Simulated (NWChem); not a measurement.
# C2H6N (SMILES C[CH]N) at 5 levels

Wanted: a comparison of 5 runs (UHF/STO-3G, UHF/3-21G, UB3LYP/6-31G*, U-wB97X/def2-SVP) of C2H6N. 

Program for the calculation: NWChem 7.3.0.

### 1 The system as given

The species is C2H6N (9 atoms), meant as a doublet with charge 0. SMILES: `C[CH]N`. The coordinates come from a GFN2-xTB relaxation. This is one conformer, not always the lowest.

Bond lengths: C1–C2 1.484 Å, C2–N3 1.401 Å, C1–H4 1.091 Å, C1–H5 1.088 Å, C1–H6 1.098 Å, C2–H7 1.077 Å, N3–H8 1.010 Å, N3–H9 1.012 Å. Some angles: C1–C2–N3 118.3°, C1–C2–H7 119.1°, N3–C2–H7 114.7°, C2–C1–H4 110.5°, C2–C1–H5 110.0°, C2–C1–H6 112.7°, C2–N3–H8 113.8°, C2–N3–H9 113.2°, H4–C1–H5 108.7°, H4–C1–H6 107.3°.

### 2 Energy and gradient at UHF/STO-3G (run 1)

The input, run.py:

```python
from ase import Atoms
from ase.calculators.nwchem import NWChem

atoms = Atoms(['C', 'C', 'N', 'H', 'H', 'H', 'H', 'H', 'H'], positions=[
    [-0.527640, 0.678700, -0.693580],
    [0.596060, -0.041770, -0.045340],
    [0.314580, -0.847340, 1.065620],
    [-1.386350, 0.017580, -0.815220],
    [-0.222810, 1.039710, -1.674170],
    [-0.864540, 1.548220, -0.113020],
    [1.573320, 0.410810, -0.037430],
    [1.076390, -1.454540, 1.332350],
    [-0.559020, -1.351370, 0.980790],
])

calc = NWChem(
    label='c2h6n',
    theory='scf',
    memory='2200 mb',
    basis='STO-3G',
    basispar='spherical bse',
    scf={'nopen': '1', 'uhf': None, 'thresh': '1e-08', 'maxiter': '80'},
)
atoms.calc = calc

forces = atoms.get_forces()
print("Total energy (eV):", round(atoms.get_potential_energy(), 6))
print("forces (eV/A):")
for s, f in zip(atoms.symbols, forces):
    print(f"{s:2s} {f[0]:10.5f} {f[1]:10.5f} {f[2]:10.5f}")
```

The run is started by

```
$ export ASE_NWCHEM_COMMAND="nwchem PREFIX.nwi > PREFIX.nwo"
$ python run.py
```

The log of the run:

```text
Total energy (eV): -3591.397124
forces (eV/A):
C    -1.15545    0.98185   -0.44166
C     1.12141   -0.09292   -0.92421
N    -0.44372    0.38880    1.53104
H     0.11174    0.11884   -0.07081
H    -0.11894   -0.04793    0.04366
H     0.12367   -0.28652   -0.16486
H     0.30786    0.24024    0.02257
H     0.47144   -0.68988    0.09205
H    -0.41796   -0.61244   -0.08778
```

The calculator wrote c2h6n.nwi:

```
title "c2h6n"

permanent_dir c2h6n

scratch_dir c2h6n

start c2h6n

geometry units angstrom nocenter noautosym noautoz
  C  -5.2764000000000000e-01 6.7869999999999997e-01 -6.9357999999999997e-01
  C  5.9606000000000003e-01 -4.1770000000000002e-02 -4.5339999999999998e-02
  N  3.1458000000000003e-01 -8.4733999999999998e-01 1.0656200000000000e+00
  H  -1.3863500000000000e+00 1.7579999999999998e-02 -8.1521999999999994e-01
  H  -2.2281000000000001e-01 1.0397099999999999e+00 -1.6741699999999999e+00
  H  -8.6453999999999998e-01 1.5482199999999999e+00 -1.1302000000000000e-01
  H  1.5733200000000001e+00 4.1081000000000001e-01 -3.7429999999999998e-02
  H  1.0763900000000000e+00 -1.4545399999999999e+00 1.3323499999999999e+00
  H  -5.5901999999999996e-01 -1.3513700000000000e+00 9.8079000000000005e-01
end

memory 2200 mb

basis spherical bse noprint
   * library STO-3G
end

scf
  nopen 1
  uhf
  thresh 1e-08
  maxiter 80
end

task scf gradient
```

c2h6n.nwo:

```text
Northwest Computational Chemistry Package (NWChem) 7.3.0
             --------------------------------------------------------

           Job information
           ---------------

    nwchem branch   = 7.3.0
    use scalapack   = T
    input           = c2h6n.nwi
    prefix          = c2h6n.
    data base       = c2h6n/c2h6n.db
    status          = startup
    nproc           =        1

           Memory information
           ------------------

    heap     =     72089596 doubles =      550.0 Mbytes
    stack    =     72089601 doubles =      550.0 Mbytes
    global   =    144179200 doubles =     1100.0 Mbytes (distinct from heap & stack)
    total    =    288358397 doubles =     2200.0 Mbytes
    verify   = yes
    hardfail = no

[... 37 lines left out ...]
            Nuclear Dipole moment (a.u.)
[... 86 lines left out ...]
 1-e energy   =    -329.942224
[... 7 lines left out ...]
         Quadratically convergent UHF
[... 14 lines left out ...]
       Final UHF  results
[... 3 lines left out ...]
      One electron energy =   -330.309406408999
[... 1 line left out ...]
 Nuclear repulsion energy =     76.517300550230
[... 33 lines left out ...]
          Final beta eigenvalues
[... 182 lines left out ...]
                     UHF Final Beta Molecular Orbital Analysis
[... 222 lines left out ...]
                         UHF ENERGY GRADIENTS

    atom               coordinates                        gradient
                 x          y          z           x          y          z
   1 C      -0.997095   1.282557  -1.310676    0.022470  -0.019094   0.008589
   2 C       1.126390  -0.078934  -0.085680   -0.021808   0.001807   0.017973
   3 N       0.594470  -1.601240   2.013730    0.008629  -0.007561  -0.029774
[... 5 lines of this table left out ...]
   9 H      -1.056395  -2.553719   1.853424    0.008128   0.011910   0.001707

                 ----------------------------------------
                 |  Time  |  1-e(secs)   |  2-e(secs)   |
                 ----------------------------------------
                 |  CPU   |       0.00   |       0.25   |
                 ----------------------------------------
                 |  WALL  |       0.00   |       0.25   |
                 ----------------------------------------

 Task  times  cpu:        2.7s     wall:        2.7s
 Total times  cpu:        2.7s     wall:        2.7s
```

Wall time 4.8 s (1 thread of Intel Xeon Platinum 8175M at 2.50GHz (Skylake/Cascade Lake), shared host); peak memory 0.099 GiB.

### 3 Energy and gradient at UHF/3-21G (run 2)

The input, a.xyz:

```xyz
9
C2H6N gradient
C     -0.527640     0.678700    -0.693580
C      0.596060    -0.041770    -0.045340
N      0.314580    -0.847340     1.065620
H     -1.386350     0.017580    -0.815220
H     -0.222810     1.039710    -1.674170
H     -0.864540     1.548220    -0.113020
H      1.573320     0.410810    -0.037430
H      1.076390    -1.454540     1.332350
H     -0.559020    -1.351370     0.980790
```

The input, run.py:

```python
from ase.io import read
from ase.calculators.nwchem import NWChem

molecule = read('a.xyz')

calc = NWChem(
    label='a',
    theory='scf',
    memory='2200 mb',
    basis='3-21G',
    basispar='spherical bse',
    scf={'nopen': '1', 'uhf': None, 'thresh': '1e-08', 'maxiter': '80'},
)
molecule.calc = calc

forces = molecule.get_forces()
print("Total energy (eV):", round(molecule.get_potential_energy(), 6))
print("forces (eV/A):")
for s, f in zip(molecule.symbols, forces):
    print(f"{s:2s} {f[0]:10.5f} {f[1]:10.5f} {f[2]:10.5f}")
```

The run is started by

```
$ export ASE_NWCHEM_COMMAND="nwchem PREFIX.nwi > PREFIX.nwo"
$ python run.py
```

The log of the run:

```text
Total energy (eV): -3615.959584
forces (eV/A):
C    -0.50898    0.54518   -0.20579
C     0.80198    0.23032   -0.30982
N    -0.22153   -0.93496    0.18671
H     0.08978    0.12609   -0.08994
H    -0.14609   -0.07235    0.10917
H     0.08207   -0.25192   -0.09971
H    -0.09102    0.02077   -0.02371
H    -0.31121    0.20152    0.14727
H     0.30504    0.13534    0.28586
```

The calculator wrote a.nwi:

```
title "a"

permanent_dir a

scratch_dir a

start a

geometry units angstrom nocenter noautosym noautoz
  C  -5.2764000000000000e-01 6.7869999999999997e-01 -6.9357999999999997e-01
  C  5.9606000000000003e-01 -4.1770000000000002e-02 -4.5339999999999998e-02
  N  3.1458000000000003e-01 -8.4733999999999998e-01 1.0656200000000000e+00
  H  -1.3863500000000000e+00 1.7579999999999998e-02 -8.1521999999999994e-01
  H  -2.2281000000000001e-01 1.0397099999999999e+00 -1.6741699999999999e+00
  H  -8.6453999999999998e-01 1.5482199999999999e+00 -1.1302000000000000e-01
  H  1.5733200000000001e+00 4.1081000000000001e-01 -3.7429999999999998e-02
  H  1.0763900000000000e+00 -1.4545399999999999e+00 1.3323499999999999e+00
  H  -5.5901999999999996e-01 -1.3513700000000000e+00 9.8079000000000005e-01
end

memory 2200 mb

basis spherical bse noprint
   * library 3-21G
end

scf
  nopen 1
  uhf
  thresh 1e-08
  maxiter 80
end

task scf gradient
```

a.nwo:

```text
Northwest Computational Chemistry Package (NWChem) 7.3.0
             --------------------------------------------------------

           Job information
           ---------------

    nwchem branch   = 7.3.0
    use scalapack   = T
    input           = a.nwi
    prefix          = a.
    data base       = a/a.db
    status          = startup
    nproc           =        1

           Memory information
           ------------------

    heap     =     72089598 doubles =      550.0 Mbytes
    stack    =     72089595 doubles =      550.0 Mbytes
    global   =    144179200 doubles =     1100.0 Mbytes (distinct from heap & stack)
    total    =    288358393 doubles =     2200.0 Mbytes
    verify   = yes
    hardfail = no

[... 37 lines left out ...]
            Nuclear Dipole moment (a.u.)
[... 86 lines left out ...]
 1-e energy   =    -328.001275
[... 7 lines left out ...]
         Quadratically convergent UHF
[... 14 lines left out ...]
       Final UHF  results
[... 3 lines left out ...]
      One electron energy =   -330.415888590491
[... 1 line left out ...]
 Nuclear repulsion energy =     76.517300550230
[... 35 lines left out ...]
          Final beta eigenvalues
[... 188 lines left out ...]
                     UHF Final Beta Molecular Orbital Analysis
[... 235 lines left out ...]
                         UHF ENERGY GRADIENTS

    atom               coordinates                        gradient
                 x          y          z           x          y          z
   1 C      -0.997095   1.282557  -1.310676    0.009898  -0.010602   0.004002
   2 C       1.126390  -0.078934  -0.085680   -0.015596  -0.004479   0.006025
   3 N       0.594470  -1.601240   2.013730    0.004308   0.018182  -0.003631
[... 5 lines of this table left out ...]
   9 H      -1.056395  -2.553719   1.853424   -0.005932  -0.002632  -0.005559

                 ----------------------------------------
                 |  Time  |  1-e(secs)   |  2-e(secs)   |
                 ----------------------------------------
                 |  CPU   |       0.00   |       0.27   |
                 ----------------------------------------
                 |  WALL  |       0.00   |       0.27   |
                 ----------------------------------------

 Task  times  cpu:        3.0s     wall:        3.0s
 Total times  cpu:        3.0s     wall:        3.0s
```

Wall time 5.1 s (1 thread of Intel Xeon Platinum 8175M at 2.50GHz (Skylake/Cascade Lake), shared host); peak memory 0.099 GiB.

Runs 3 to 4 aren't shown in full; the table further down has their settings and results.

### 4 Energy and forces at U-wB97X/def2-SVP (run 5)

The input, run.py:

```python
from ase import Atoms
from ase.calculators.nwchem import NWChem

system = Atoms(['C', 'C', 'N', 'H', 'H', 'H', 'H', 'H', 'H'], positions=[
    [-0.527640, 0.678700, -0.693580],
    [0.596060, -0.041770, -0.045340],
    [0.314580, -0.847340, 1.065620],
    [-1.386350, 0.017580, -0.815220],
    [-0.222810, 1.039710, -1.674170],
    [-0.864540, 1.548220, -0.113020],
    [1.573320, 0.410810, -0.037430],
    [1.076390, -1.454540, 1.332350],
    [-0.559020, -1.351370, 0.980790],
])

calc = NWChem(
    label='job',
    theory='dft',
    memory='2200 mb',
    basis='def2-SVP',
    basispar='spherical bse',
    dft={'xc': 'wb97x', 'mult': '2', 'grid': 'xfine', 'convergence': 'energy 1e-08', 'iterations': '100', 'mulliken': None},
)
system.calc = calc

forces = system.get_forces()
print(f"energy = {system.get_potential_energy():.6f} eV")
print("forces (eV/A):")
for s, f in zip(system.symbols, forces):
    print(f"{s:2s} {f[0]:10.5f} {f[1]:10.5f} {f[2]:10.5f}")
```

The run is started by

```
$ export ASE_NWCHEM_COMMAND="nwchem PREFIX.nwi > PREFIX.nwo"
$ python run.py
```

The log of the run:

```text
energy = -3656.719795 eV
forces (eV/A):
C     0.32391   -0.03728    0.25706
C    -0.41030   -0.46146    0.19674
N     0.00334    0.42644   -0.23515
H    -0.39893   -0.22615   -0.14367
H     0.01013    0.14588   -0.40608
H    -0.16357    0.27300    0.17134
H     0.64802    0.27110   -0.01610
H     0.07333   -0.18892    0.11483
H    -0.08598   -0.20255    0.06104
```

The calculator wrote job.nwi:

```
title "job"

permanent_dir job

scratch_dir job

start job

geometry units angstrom nocenter noautosym noautoz
  C  -5.2764000000000000e-01 6.7869999999999997e-01 -6.9357999999999997e-01
  C  5.9606000000000003e-01 -4.1770000000000002e-02 -4.5339999999999998e-02
  N  3.1458000000000003e-01 -8.4733999999999998e-01 1.0656200000000000e+00
  H  -1.3863500000000000e+00 1.7579999999999998e-02 -8.1521999999999994e-01
  H  -2.2281000000000001e-01 1.0397099999999999e+00 -1.6741699999999999e+00
  H  -8.6453999999999998e-01 1.5482199999999999e+00 -1.1302000000000000e-01
  H  1.5733200000000001e+00 4.1081000000000001e-01 -3.7429999999999998e-02
  H  1.0763900000000000e+00 -1.4545399999999999e+00 1.3323499999999999e+00
  H  -5.5901999999999996e-01 -1.3513700000000000e+00 9.8079000000000005e-01
end

memory 2200 mb

basis spherical bse noprint
   * library def2-SVP
end

dft
  xc wb97x
  mult 2
  grid xfine
  convergence energy 1e-08
  iterations 100
  mulliken
end

task dft gradient
```

job.nwo:

```text
Northwest Computational Chemistry Package (NWChem) 7.3.0
             --------------------------------------------------------

           Job information
           ---------------

    nwchem branch   = 7.3.0
    use scalapack   = T
    input           = job.nwi
    prefix          = job.
    data base       = job/job.db
    status          = startup
    nproc           =        1

           Memory information
           ------------------

    heap     =     72089598 doubles =      550.0 Mbytes
    stack    =     72089595 doubles =      550.0 Mbytes
    global   =    144179200 doubles =     1100.0 Mbytes (distinct from heap & stack)
    total    =    288358393 doubles =     2200.0 Mbytes
    verify   = yes
    hardfail = no

[... 123 lines left out ...]
          Convergence on energy requested:  1.00D-08
[... 31 lines left out ...]
          Convergence Information
[... 30 lines left out ...]
 1-e energy   =    -328.248763
[... 54 lines left out ...]
      One electron energy =     -331.580794448362
[... 8 lines left out ...]
                    DFT Final Alpha Molecular Orbital Analysis
[... 1143 lines left out ...]
          Convergence on gradient requested:  5.00D-04
[... 32 lines left out ...]
          total energy or number of iterations.
[... 32 lines left out ...]
                         DFT ENERGY GRADIENTS

    atom               coordinates                        gradient
                 x          y          z           x          y          z
   1 C      -0.997095   1.282557  -1.310676   -0.006299   0.000725  -0.004999
   2 C       1.126390  -0.078934  -0.085680    0.007979   0.008974  -0.003826
   3 N       0.594470  -1.601240   2.013730   -0.000065  -0.008293   0.004573
[... 5 lines of this table left out ...]
   9 H      -1.056395  -2.553719   1.853424    0.001672   0.003939  -0.001187

                 ----------------------------------------
                 |  Time  |  1-e(secs)   |  2-e(secs)   |
                 ----------------------------------------
                 |  CPU   |       0.01   |      14.05   |
                 ----------------------------------------
                 |  WALL  |       0.01   |      14.05   |
                 ----------------------------------------

 Task  times  cpu:      190.6s     wall:      190.6s
 Total times  cpu:      190.6s     wall:      190.6s
```

Run time: 3.2 min. Hardware: 1 thread of Intel Xeon Platinum 8175M at 2.50GHz (Skylake/Cascade Lake), shared host; peak memory 0.14 GiB.

### 5 Overview of the runs

| run | level | iteration cap | module | energy (Eh) | dipole moment (D) | HOMO energy (eV) | LUMO energy (eV) | wall time |
| --- | --- | --- | --- | --- | --- | --- | --- | --- |
| 1 | UHF/STO-3G | 80 | scf | -131.981411 | 1.02 | -6.07 | 9.40 | 4.8 s |
| 2 | UHF/3-21G | 80 | scf | -132.884065 | 1.08 | -7.41 | 5.50 | 5.1 s |
| 3 | UB3LYP/6-31G* (spherical functions) | 100 | dft | -134.512516 | 1.07 | -3.46 | 0.28 | 75 s |
| 4 | UB3LYP/6-31G* (Cartesian functions) | 100 | dft | -134.515115 | 1.07 | -3.46 | 0.27 | 90 s |
| 5 | U-wB97X/def2-SVP | 100 | dft | -134.381975 | 0.99 | -6.29 | 2.57 | 3.2 min |

### 6 Results

```
                                 quantity          value
                      run 5: total energy  -134.38197 Eh
                     run 5: dipole moment         0.99 D
run 5: HOMO energy (highest over α and β)       -6.29 eV
 run 5: LUMO energy (lowest over α and β)        2.57 eV
                              run 5: ⟨S²⟩          0.754
          run 5: largest force on an atom     0.703 eV/Å
```

What this shows: The dipole moment (its size) runs from 0.99 D (U-wB97X/def2-SVP) to 1.08 D (UHF/3-21G). The two ends differ in method and basis. Totals of different functionals can't be ranked against each other. In run 1 the basis is minimal, so the values are rough. All runs together took 6.1 min, the longest 3.2 min.
